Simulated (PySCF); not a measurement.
Computed with TPSSh-D3(BJ)/def2-TZVP // TPSS-D3(BJ)/def2-SVP in PySCF. Isolated molecules, 0 K electronic values unless said otherwise. 

Reference species (SMILES): `O` (neutral, multiplicity 1).

```
Property         Value
-------------  -------
HOMO–LUMO gap  8.29 eV
dipole moment   2.09 D
```

Changed species: `[C-]#[NH+]` (free ligand CNH; the reference has free ligand H2O).

### Question
What does the change do to the HOMO–LUMO gap and dipole moment?

### Answer
the HOMO–LUMO gap decreases by 0.04 eV, to 8.25 eV; the dipole moment rises by 0.99 D, to 3.08 D.
